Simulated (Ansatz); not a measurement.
This script drives the Python package of Ansatz (0.2.0).

The script, `freq_c2h4fo.py`:
```python
"""Vibrations and zero-point energy of C2H4FO."""

import argparse
import itertools
import logging
import sys

import ansatz as az
from ase.data import atomic_numbers, covalent_radii
import numpy as np

logging.basicConfig(stream=sys.stdout, format="%(levelname)s:%(name)s:%(message)s")
log = logging.getLogger("c2h4fo")
log.setLevel(logging.INFO)

parser = argparse.ArgumentParser(description="Vibrations and zero-point energy of C2H4FO.")
parser.add_argument("--basis", required=True, help="Gaussian basis set")
parser.add_argument("--functional", required=True, help="exchange-correlation functional")
args = parser.parse_args()

geometry_ang = [
    ("C", (-0.1468, 1.2413, -0.1649)),
    ("O", (-0.7973, 0.1457, 0.2653)),
    ("C", (0.0592, -0.9689, 0.2645)),
    ("F", (0.5468, -1.2254, -1.0025)),
    ("H", (0.6721, 1.1837, -0.8304)),
    ("H", (-0.8425, 2.1643, -0.1451)),
    ("H", (-0.4155, -1.8389, 0.6712)),
    ("H", (1.0162, -0.759, 0.8862)),
]
molecule = az.Crystal.molecule()
for symbol, xyz in geometry_ang:
    molecule = molecule.atom(symbol, xyz)

job = (
    molecule.calculation()
    .basis(gaussian=args.basis)
    .functional(args.functional)
    .spin("collinear", total=1)
)
symbols = [site.symbol for site in molecule.cartesian_sites]
start = np.array([site.position_ang for site in molecule.cartesian_sites], dtype=float)
r = job.relax(force_tolerance=0.003).run(threads=1).report
end = np.array(r["positions_ang"])

# pairs closer than 1.2 times the sum of covalent radii, before or after
radius = [covalent_radii[atomic_numbers[s]] for s in symbols]
span = lambda where, i, j: np.linalg.norm(where[i] - where[j])
bonded = [(i, j) for i, j in itertools.combinations(range(len(symbols)), 2) if min(span(start, i, j), span(end, i, j)) < 1.2 * (radius[i] + radius[j])]
log.info("pair        before    after (A)")
for i, j in bonded:
    print(f"{symbols[i]}{i}-{symbols[j]}{j}".ljust(10), f"{span(start, i, j):8.4f} {span(end, i, j):8.4f}")
for first, second in list(itertools.combinations(bonded, 2)):
    shared = set(first) & set(second)
    if shared and symbols[(j := shared.pop())] != "H":
        i, k = sorted((set(first) | set(second)) - {j})
        u, v = end[i] - end[j], end[k] - end[j]
        angle = np.degrees(np.arccos(np.clip(u @ v / np.linalg.norm(u) / np.linalg.norm(v), -1, 1)))
        log.info(f"final angle {symbols[i]}{i}-{symbols[j]}{j}-{symbols[k]}{k}: {angle:.2f} deg")

# frequencies need a stationary point, so they are taken at the relaxed geometry
minimum = az.Crystal.molecule()
for symbol, place in zip(symbols, end):
    minimum = minimum.atom(symbol, place.tolist())
vibrating = (
    minimum.calculation()
    .basis(gaussian=args.basis)
    .functional(args.functional)
    .spin("collinear", total=1)
    .phonons(temperatures=(100, 500, 100))
)
vib = vibrating.run(threads=1).report["vibrations"]
sums = vib["harmonic_sums"]
modes = [m["omega_inv_cm"] for m in sums["modes_at_gamma"] if m["rigid_motion"] == "no"]
for number, w in enumerate(modes, start=1):
    log.info(f"mode {number:2d} {w:9.1f} 1/cm {w / 8065.544 * 1000:8.2f} meV")
print("imaginary modes:", sum(w < 0 for w in modes), " zero-point energy:", round(sums["zero_point_energy_ev"], 4), "eV")
log.info("T (K)   F_vib (eV)   S_vib (meV/K)   C_vib (meV/K)")
for row in zip(sums["temperatures_k"], sums["vibrational_free_energy_ev"], vib["entropy_ev_per_k"], vib["heat_capacity_ev_per_k"]):
    log.info(f"{row[0]:6.1f} {row[1]:11.4f} {1000 * row[2]:13.4f} {1000 * row[3]:15.4f}")
```

It is started by `python freq_c2h4fo.py --basis cc-pVDZ --functional B3LYP`. How long does it take on 1 thread of Arm Neoverse N1, on a shared host, and how much memory does it need?

It took about 4.2 min, with a peak of 0.27 GiB, for 2 runs of the engine.

```console
$ python freq_c2h4fo.py --basis cc-pVDZ --functional B3LYP
INFO:c2h4fo:pair        before    after (A)
C0-O1        1.3448   1.3701
C0-H4        1.0568   1.0937
C0-H5        1.1560   1.0898
O1-C2        1.4057   1.3915
C2-F3        1.3816   1.3838
C2-H6        1.0713   1.0994
C2-H7        1.1604   1.1050
INFO:c2h4fo:final angle O1-C0-H4: 117.83 deg
INFO:c2h4fo:final angle O1-C0-H5: 112.83 deg
INFO:c2h4fo:final angle C0-O1-C2: 115.12 deg
INFO:c2h4fo:final angle H4-C0-H5: 121.72 deg
INFO:c2h4fo:final angle O1-C2-F3: 110.78 deg
INFO:c2h4fo:final angle O1-C2-H6: 106.64 deg
INFO:c2h4fo:final angle O1-C2-H7: 111.22 deg
INFO:c2h4fo:final angle F3-C2-H6: 108.67 deg
INFO:c2h4fo:final angle F3-C2-H7: 107.39 deg
INFO:c2h4fo:final angle H6-C2-H7: 112.15 deg
INFO:c2h4fo:mode  1     138.4 1/cm    17.16 meV
INFO:c2h4fo:mode  2     256.4 1/cm    31.79 meV
INFO:c2h4fo:mode  3     385.4 1/cm    47.78 meV
INFO:c2h4fo:mode  4     565.8 1/cm    70.16 meV
INFO:c2h4fo:mode  5     619.4 1/cm    76.79 meV
INFO:c2h4fo:mode  6    1005.3 1/cm   124.65 meV
INFO:c2h4fo:mode  7    1037.9 1/cm   128.69 meV
INFO:c2h4fo:mode  8    1110.3 1/cm   137.66 meV
INFO:c2h4fo:mode  9    1208.1 1/cm   149.79 meV
INFO:c2h4fo:mode 10    1254.0 1/cm   155.48 meV
INFO:c2h4fo:mode 11    1295.8 1/cm   160.66 meV
INFO:c2h4fo:mode 12    1422.0 1/cm   176.31 meV
INFO:c2h4fo:mode 13    1457.3 1/cm   180.69 meV
INFO:c2h4fo:mode 14    1491.4 1/cm   184.91 meV
INFO:c2h4fo:mode 15    3021.7 1/cm   374.65 meV
INFO:c2h4fo:mode 16    3121.5 1/cm   387.01 meV
INFO:c2h4fo:mode 17    3126.5 1/cm   387.63 meV
INFO:c2h4fo:mode 18    3276.4 1/cm   406.23 meV
imaginary modes: 0  zero-point energy: 1.599 eV
INFO:c2h4fo:T (K)   F_vib (eV)   S_vib (meV/K)   C_vib (meV/K)
INFO:c2h4fo: 100.0      1.5975        0.0527          0.1064
INFO:c2h4fo: 200.0      1.5865        0.1709          0.2488
INFO:c2h4fo: 300.0      1.5630        0.2988          0.3943
INFO:c2h4fo: 400.0      1.5265        0.4330          0.5444
INFO:c2h4fo: 500.0      1.4764        0.5693          0.6791
```

The frequencies are harmonic and unscaled, in a modest basis. The result belongs to the one conformer reached from this start, and soft torsions count as harmonic oscillators. The species is open-shell (spin multiplicity 2).
